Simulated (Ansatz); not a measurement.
A made-up structure of B2H2F, doublet:

B1  (-0.564, 0.250, -0.196)
B2  (1.906, -0.845, 0.664)
F3  (0.797, -0.353, 0.278)
H4  (-0.717, 1.435, -0.165)
H5  (-1.423, -0.486, -0.581)
(Å)

It is relaxed with PBE-D4/def2-SVP and then PBE0-D4/def2-TZVP (Ansatz 0.2.0). Atoms count as bonded within 1.22 times the sum of their covalent radii (H–H: 0.88 Å). The end point is not checked to be a true minimum.

Task: Does its bonding change? (Judge from chemistry; the calculation decides.)

Result: The calculation gives: Yes. Formed: B1–B2; broken: B1–F3.

Where it ends: The first stage lowers the energy by 0.91 eV in 9 steps. It ends as B₂H₂F ([BH2][B][F]):
```xyz
5
angstrom
B -0.4971 0.2539 -0.3278
B 0.7032 -0.3590 0.4635
F 1.6807 -0.8582 1.1080
H -0.5899 1.4424 -0.4140
H -1.2968 -0.4790 -0.8297
```

Labels in which every atom is bracketed show which atoms are joined, not bond orders.

For scale, one of the runs: PBE0-D4/def2-TZVP relaxation, 105 basis functions, launched by `ansatz run in.yaml --threads 2 --pin off --events-out ev --progress --plain --max-ram 4352MiB`. Hardware: 2 CPU threads of an Arm Neoverse V1, shared host. Wall time about 58 s.
